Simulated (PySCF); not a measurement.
PySCF input (M06-2X/def2-TZVPD):

```python
from pyscf import gto, scf, dft

mol = gto.M(
    atom='''
    C     1.22403242    0.15618539    0.11364160
    O    -0.00098548   -0.29679360   -0.39947022
    C    -1.22329265    0.06661010    0.18623064
    H     1.82084480   -0.75180383    0.30687020
    H     1.11006439    0.79600610    0.98397379
    H     1.73891874    0.64544443   -0.73103846
    H    -1.73970461   -0.88212459    0.41247810
    H    -1.82163068    0.51512366   -0.62543056
    H    -1.10504745    0.71493011    1.04967526
    ''',
    basis='def2-tzvpd',
    charge=1,
    spin=1,
    verbose=4,
)

mf = dft.UKS(mol, xc='m062x').density_fit(auxbasis='def2-universal-jkfit')
mf.grids.level = 4
mf.conv_tol = 1e-9
mf.max_cycle = 100
mf.max_memory = 1500
mf.kernel()
if not mf.converged:
    mf = mf.newton()
    mf.kernel(mf.make_rdm1())
for _ in range(2):
    mo, _, stable, _ = mf.stability(return_status=True)
    if stable:
        break
    mf.kernel(mf.make_rdm1(mo, mf.mo_occ))
mf.analyze()
```

End of the output:

```
Extra cycle  E= -154.646098346902  delta_E= -3.38e-12  |g|= 1.19e-06  |ddm|= 4.22e-06
converged SCF energy = -154.646098346902  <S^2> = 0.75498899  2S+1 = 2.0049828
uhf_internal: lowest eigs of H = [0.1471819  0.3328041  0.40649755]
<class 'pyscf.df.df_jk.DFUKS'> wavefunction is stable in the internal stability analysis
**** SCF Summaries ****
Total Energy =                        -154.646098346902477
Nuclear Repulsion Energy =              83.525777851501061
One-electron Energy =                 -367.461881284835272
Two-electron Energy =                  129.290005086431734
Two-electron Coulomb Energy =          150.535796647634157
DFT Exchange-Correlation Energy =      -21.245791561202424
HOMO-LUMO gap [eV] =                     6.833094556315868
**** MO energy ****
                             alpha | beta                alpha | beta
MO #1   energy= -20.0200415162962  | -20.0053743635637  occ= 1 | 1
MO #2   energy= -10.8420326539319  | -10.8419450169981  occ= 1 | 1
MO #3   energy= -10.8420094564721  | -10.8419164151246  occ= 1 | 1
MO #4   energy= -1.5174441498818   | -1.47045796505382  occ= 1 | 1
MO #5   energy= -1.12049097002923  | -1.10558823128035  occ= 1 | 1
MO #6   energy= -0.991955614485118 | -0.973261456934971 occ= 1 | 1
MO #7   energy= -0.878422008077624 | -0.835252181185127 occ= 1 | 1
MO #8   energy= -0.853286074277272 | -0.826892971118389 occ= 1 | 1
MO #9   energy= -0.842477457325308 | -0.787862700905396 occ= 1 | 1
MO #10  energy= -0.727996624074129 | -0.707735979469391 occ= 1 | 1
MO #11  energy= -0.715508704379224 | -0.695717854055026 occ= 1 | 1
MO #12  energy= -0.692677496881245 | -0.676384690090874 occ= 1 | 1
MO #13  energy= -0.649728154161657 | -0.398616558769433 occ= 1 | 0
MO #14  energy= -0.156963397711149 | -0.155116706949073 occ= 0 | 0
MO #15  energy= -0.127411397608784 | -0.124331421567899 occ= 0 | 0
MO #16  energy= -0.115246195082134 | -0.114694298179702 occ= 0 | 0
MO #17  energy= -0.102667699590188 | -0.102322704725237 occ= 0 | 0
MO #18  energy= -0.100730981089295 | -0.0988950831737805 occ= 0 | 0
MO #19  energy= -0.0799668579731437 | -0.0766828091559384 occ= 0 | 0
MO #20  energy= -0.0736819599479692 | -0.0720846375520372 occ= 0 | 0
MO #21  energy= -0.0729484094748779 | -0.0718441699971818 occ= 0 | 0
MO #22  energy= -0.0586097018954876 | -0.0586560441588144 occ= 0 | 0
MO #23  energy= -0.0275653280495776 | -0.0263556615534533 occ= 0 | 0
MO #24  energy= -0.0123644143681747 | -0.0119460831983726 occ= 0 | 0
MO #25  energy= -0.00732873055478147 | -0.00694044306527482 occ= 0 | 0
MO #26  energy= 0.00666060608666202 | 0.0124057878122866 occ= 0 | 0
MO #27  energy= 0.0143101777582437 | 0.0131054351936031 occ= 0 | 0
MO #28  energy= 0.0234411806114237 | 0.0290416420070057 occ= 0 | 0
MO #29  energy= 0.0546224835364614 | 0.0583424359363189 occ= 0 | 0
MO #30  energy= 0.0672126721433914 | 0.0694178718198395 occ= 0 | 0
MO #31  energy= 0.0844840852997198 | 0.0849060953488401 occ= 0 | 0
MO #32  energy= 0.0877679229649781 | 0.0876917835372861 occ= 0 | 0
MO #33  energy= 0.0942597195508904 | 0.0990086966316988 occ= 0 | 0
MO #34  energy= 0.100032859885535  | 0.099172774538707  occ= 0 | 0
MO #35  energy= 0.100187373790427  | 0.102243839712421  occ= 0 | 0
MO #36  energy= 0.101695176382415  | 0.102440385346322  occ= 0 | 0
MO #37  energy= 0.110219225931925  | 0.111851940541315  occ= 0 | 0
MO #38  energy= 0.115818841101078  | 0.119164522766274  occ= 0 | 0
MO #39  energy= 0.124171772734231  | 0.127403363107201  occ= 0 | 0
MO #40  energy= 0.13273944843437   | 0.13502824029734   occ= 0 | 0
MO #41  energy= 0.134437832158639  | 0.135385176950089  occ= 0 | 0
MO #42  energy= 0.147346096698952  | 0.148399278823525  occ= 0 | 0
MO #43  energy= 0.16195156198479   | 0.163367093421669  occ= 0 | 0
MO #44  energy= 0.168887135719834  | 0.165728360597039  occ= 0 | 0
MO #45  energy= 0.180401268191871  | 0.178650955405756  occ= 0 | 0
MO #46  energy= 0.195309964026395  | 0.198052616393755  occ= 0 | 0
MO #47  energy= 0.196435616024684  | 0.207758457219774  occ= 0 | 0
MO #48  energy= 0.215655281002758  | 0.218150222314482  occ= 0 | 0
MO #49  energy= 0.243245226800496  | 0.24300184655706   occ= 0 | 0
MO #50  energy= 0.243347318729517  | 0.24316792439216   occ= 0 | 0
MO #51  energy= 0.253268448842108  | 0.254534015526867  occ= 0 | 0
MO #52  energy= 0.269200098745159  | 0.269616562612504  occ= 0 | 0
MO #53  energy= 0.277650496076843  | 0.277383265857737  occ= 0 | 0
MO #54  energy= 0.288869858775846  | 0.288703005081836  occ= 0 | 0
MO #55  energy= 0.291077696643081  | 0.291716758396528  occ= 0 | 0
MO #56  energy= 0.291892200133833  | 0.294505382213192  occ= 0 | 0
MO #57  energy= 0.31568723613616   | 0.313342002508011  occ= 0 | 0
MO #58  energy= 0.339401091340847  | 0.340339706411125  occ= 0 | 0
MO #59  energy= 0.362558849567122  | 0.365753018578367  occ= 0 | 0
MO #60  energy= 0.385207654332457  | 0.384386320120377  occ= 0 | 0
MO #61  energy= 0.396274755996185  | 0.40037441253772   occ= 0 | 0
MO #62  energy= 0.414569617319821  | 0.414964992371749  occ= 0 | 0
MO #63  energy= 0.419138435200555  | 0.420777268851143  occ= 0 | 0
MO #64  energy= 0.453928091774159  | 0.454377685946945  occ= 0 | 0
MO #65  energy= 0.484463354899635  | 0.485132762132444  occ= 0 | 0
MO #66  energy= 0.508229616326563  | 0.511022406642557  occ= 0 | 0
MO #67  energy= 0.531993102587659  | 0.532786358620405  occ= 0 | 0
MO #68  energy= 0.534914003651028  | 0.532799326068756  occ= 0 | 0
MO #69  energy= 0.541623869288455  | 0.541614932326129  occ= 0 | 0
MO #70  energy= 0.558352623716214  | 0.558345218849734  occ= 0 | 0
MO #71  energy= 0.564809192187521  | 0.561678359431514  occ= 0 | 0
MO #72  energy= 0.609228748919329  | 0.609338593156874  occ= 0 | 0
MO #73  energy= 0.618803506940679  | 0.618573960206752  occ= 0 | 0
MO #74  energy= 0.637963652127458  | 0.659358735938156  occ= 0 | 0
MO #75  energy= 0.701442957335569  | 0.703539883352355  occ= 0 | 0
MO #76  energy= 0.706430787691808  | 0.708540719259504  occ= 0 | 0
MO #77  energy= 0.780273131880226  | 0.783796356135141  occ= 0 | 0
MO #78  energy= 0.784349919687657  | 0.78546998365949   occ= 0 | 0
MO #79  energy= 0.823494547282397  | 0.826703288244175  occ= 0 | 0
MO #80  energy= 0.86085948627159   | 0.862519339008234  occ= 0 | 0
MO #81  energy= 0.885704408145546  | 0.886402760032034  occ= 0 | 0
MO #82  energy= 0.922867780898898  | 0.934062981748603  occ= 0 | 0
MO #83  energy= 0.948074721188763  | 0.94841524825925   occ= 0 | 0
MO #84  energy= 0.968927984615019  | 0.967316593342903  occ= 0 | 0
MO #85  energy= 0.979860642311372  | 0.977250963812657  occ= 0 | 0
MO #86  energy= 1.00050436971269   | 1.0021617848376    occ= 0 | 0
MO #87  energy= 1.09927302818673   | 1.10106746252937   occ= 0 | 0
MO #88  energy= 1.10249264323087   | 1.10324437513421   occ= 0 | 0
MO #89  energy= 1.39722176209286   | 1.40503725857206   occ= 0 | 0
MO #90  energy= 1.40953893393874   | 1.4104584747637    occ= 0 | 0
MO #91  energy= 1.4147825622926    | 1.42060900304896   occ= 0 | 0
MO #92  energy= 1.42814174436527   | 1.42991130910293   occ= 0 | 0
MO #93  energy= 1.45985631740873   | 1.47103206474498   occ= 0 | 0
MO #94  energy= 1.5211697283984    | 1.52169199676234   occ= 0 | 0
MO #95  energy= 1.58194560508349   | 1.57901986918631   occ= 0 | 0
MO #96  energy= 1.58548799620711   | 1.59638190577889   occ= 0 | 0
MO #97  energy= 1.60487798853912   | 1.60395598659848   occ= 0 | 0
MO #98  energy= 1.63874817847448   | 1.63864897590714   occ= 0 | 0
MO #99  energy= 1.64505777715132   | 1.64276133465949   occ= 0 | 0
MO #100 energy= 1.6939119752247    | 1.68954679751548   occ= 0 | 0
MO #101 energy= 1.78856955646624   | 1.78753558755158   occ= 0 | 0
MO #102 energy= 1.79807784579937   | 1.79955727272772   occ= 0 | 0
MO #103 energy= 1.80354964564769   | 1.81070820271595   occ= 0 | 0
MO #104 energy= 1.84406080831777   | 1.84480624595301   occ= 0 | 0
[...]
```
